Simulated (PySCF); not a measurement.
Gas-phase reaction: 6 Al(CH3)3 = 6 AlH(CH3)2 + C4H10 (n-butane) + C2H2 (acetylene)

Method: PySCF energies plus ideal-gas RRHO corrections (1 bar). S°(298 K) at PBE0/def2-TZVP differs from the NASA 1993 table for C4H10 (n-butane) (-9 J/mol/K); whether the harmonic model or the table's entry is off was not settled. † marks an energy on the PBE0/def2-TZVP geometry and frequencies; other levels use their own. MP2 freezes the core. 6-31G* has spherical d functions here. All species are closed-shell singlets. B3LYP is the form with VWN-RPA correlation. Methyl groups turn as free rotors in Al(CH3)3, AlH(CH3)2. AlH(CH3)2: computed as isolated molecules; such fragments, hydroxides, amides, oligomers or adducts are transient or little studied in the gas. MP2 isn't extrapolated to the basis-set limit; its ΔH°(298 K) is 432.1 kJ in def2-SVP and 489.6 kJ in def2-TZVPP. The harmonic model lacks anharmonicity and excited electronic states, which grow with temperature; levels with a mode under 35 cm⁻¹ are left out. Internal rotation in C4H10 (n-butane) is treated as a harmonic vibration of one conformer, which makes the entropy rough.

| level | ΔE electronic, kJ | ΔH°(298 K), kJ | ΔS°(298 K), J/K | ΔG°(2500 K), kJ |
|---|---|---|---|---|
| B3LYP/6-31G* | 475 | 438 | 283 | -281 |
| BLYP/def2-TZVP† | 467 | 433 | 279 | -266 |
| HF/def2-TZVP† | 419 | 385 | 279 | -314 |
| MP2/def2-SVP† | 466 | 432 | 279 | -267 |
| PBE0/def2-SVP† | 529 | 496 | 279 | -204 |
ΔH° is lowest at HF/def2-TZVP† and highest at PBE0/def2-SVP†. No reference value is set beside these.
